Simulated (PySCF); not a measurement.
Gas-phase reaction: 2 B(OH)₃ + 3 H₂ → 2 BH₃ + 6 OH

Method: PySCF energies (xtb for GFN2) plus ideal-gas RRHO corrections (1 bar). † marks an energy on the PBE0/def2-TZVP geometry and frequencies; other levels use their own. MP2 and CCSD(T) freeze the core. 6-31G* has spherical d functions here. Open shells (unrestricted): OH (multiplicity 2); the rest are closed-shell singlets. GFN2 has no spin-polarisation term. Spin-orbit splitting is ignored; it lowers the true energy and changes the entropy of OH. B3LYP is the form with VWN-RPA correlation. MP2 isn't extrapolated to the basis-set limit. CCSD(T) isn't extrapolated to the basis-set limit.

```csv
level,"ΔH°(298 K), kJ"
B3LYP/6-31G*,2351
CCSD(T)/def2-TZVPP†,2373
GFN2-xTB,(withheld)
MP2/def2-SVP†,2530
MP2/def2-TZVPP†,(withheld)
PBE/def2-SVP,2568
PBE0/def2-QZVP†,2367
PBE0/def2-SVP†,2460
PBE0/def2-TZVP,(withheld)
LDA/def2-TZVP†,(withheld)
ωB97X-V/def2-TZVP†,2379
```

Task: Fill in the missing entries.

Result: 
- GFN2-xTB, ΔH°(298 K), kJ: 2805
- MP2/def2-TZVPP†, ΔH°(298 K), kJ: 2540
- PBE0/def2-TZVP, ΔH°(298 K), kJ: 2373
- LDA/def2-TZVP†, ΔH°(298 K), kJ: 2879
